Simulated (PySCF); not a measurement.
Computed data sheet: cyclopentanol (`OC1CCCC1`)

Species: cyclopentanol, C₅H₁₀O.
Geometry (PBE0-D3(BJ)/def2-SVP, Å), atoms numbered from 1 in this order:
```xyz
16
C5H10O angstrom
O      1.2859    0.1852    1.4409
C      1.1458   -0.0329    0.0538
C      0.2912   -1.2794   -0.1210
C     -1.1431   -0.8013    0.1599
C     -1.1384    0.7219   -0.1159
C      0.2820    1.0436   -0.6003
H      1.6958    1.0469    1.5658
H      2.1363   -0.1327   -0.4325
H      0.6236   -2.0880    0.5460
H      0.3931   -1.6371   -1.1580
H     -1.4092   -0.9969    1.2083
H     -1.8783   -1.3365   -0.4594
H     -1.3544    1.2743    0.8102
H     -1.8999    1.0238   -0.8502
H      0.6128    2.0657   -0.3514
H      0.3568    0.9434   -1.6962
```

Some functional groups and rings: alcohol.

**PBE0-D3(BJ)/def2-SVP geometry optimisation, gas phase (PySCF)**

- Rotational constants A, B, C: 5.016, 3.654, 2.948 GHz

**wB97X-D/def2-SVPD ground state, ΔSCF and vertical TDDFT (core frozen in the response) (PySCF)**

- Dipole moment: 1.54 D
- HOMO energy: -9.76 eV
- LUMO energy: 2.15 eV
- HOMO–LUMO gap: 11.91 eV
- Lowest singlet excitation: 7.25 eV (171 nm, f = 0.006)
- Strongest line among the 10 lowest singlet transitions: S3 at 8.60 eV (144 nm, f = 0.049)
- Lowest triplet excitation (Tamm–Dancoff): 7.04 eV
- Static isotropic polarisability: 62.2 au
- Vertical ionisation energy: 10.19 eV
- Electronic spatial extent ⟨r²⟩ about the centre of nuclear charge: 539 bohr²

KT2/pcSseg-2 ground state and GIAO shieldings, non-relativistic (PySCF):

* 13C chemical shifts (computed TMS as zero) by class: 80.0 (C2), 39.5 (C3/C6), 24.4 (C4/C5) ppm
* 1H chemical shifts (computed TMS as zero) by class: 4.63 (H8), 2.05 (H11/H13), 1.71 (H12/H14), 1.71 (H9/H15), 1.51 (H10/H16), -0.43 (H7) ppm
* Isotropic shieldings of nuclei other than C and H, by class: 255 (O1) ppm

B3LYP/pcJ-1 indirect spin-spin coupling, non-relativistic, gas phase; spin–dipole term left out (PySCF):

* Largest of the computed one-bond spin–spin couplings (means over like bonds): 13C–1H +150.5 (C2–H8), 13C–1H +137.6 (C3–H9 and 1 like it), 13C–1H +136.8 (C4–H11 and 1 like it), 13C–1H +136.0 (C4–H12 and 1 like it), 13C–1H +130.3 (C3–H10 and 1 like it), 17O–1H -71.0 (O1–H7), 13C–13C +36.8 (C2–C3 and 1 like it), 13C–13C +35.1 (C3–C4 and 1 like it) Hz

Monoisotopic mass from the formula: 86.0732 u.

The ΔSCF ionisation energy exceeds −ε(HOMO) by 0.43 eV with wB97X-D. The 10 singlets span 7.25 to 9.52 eV, and their oscillator strengths add up to 0.15. The rotational constants make it an asymmetric top with κ = (2B − A − C)/(A − C) = -0.32, nearer the prolate limit (−1). No computed singlet falls in the visible range (750 to 380 nm, 1.65 to 3.26 eV); S1 lies 3.99 eV above its blue end. In atomic units the dipole is 0.61 e·bohr (1 au = 2.5417 D). With B = h/(8π²I), that is 505.379 GHz u Å² over I, the principal moments of inertia are 100.8, 138.3 and 171.4 u Å² (most abundant isotopes). The vertical singlet–triplet gap S1 − T1 is 0.21 eV (TDDFT singlet less Tamm–Dancoff triplet; S1: HOMO→LUMO, weight 0.81; T1: HOMO→LUMO, weight 0.76).

 NMR classes are plain means over equivalent atoms (diastereotopic ones count apart unless rotation or inversion swaps them), as if these changed places fast; in this geometry the members of some classes differ.

One conformer stands for the species.
